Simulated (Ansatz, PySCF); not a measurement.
Dimer: HCl (SMILES Cl) (first 2 atoms) with HCl (SMILES Cl); geometry from NCB31 set.
(charge 0, multiplicity 1):
```xyz
4

Cl     1.861    -0.065     0.000
H      1.754     1.211     0.000
Cl    -1.925     0.006     0.000
H     -0.658    -0.194     0.002
```

Interaction energies are E(AB) − E(A) − E(B) at the monomers' geometry in the complex; basis-set methods are counterpoise corrected.

Codes used: Ansatz (Gaussian basis) for Hartree–Fock, density functionals and correlated methods; PySCF for the dispersion terms. 

Question: What is the computed interaction energy (BLYP/def2-TZVPPD)?

Answer: -0.9 kcal/mol

Ansatz is a quantum-chemistry and plane-wave program.
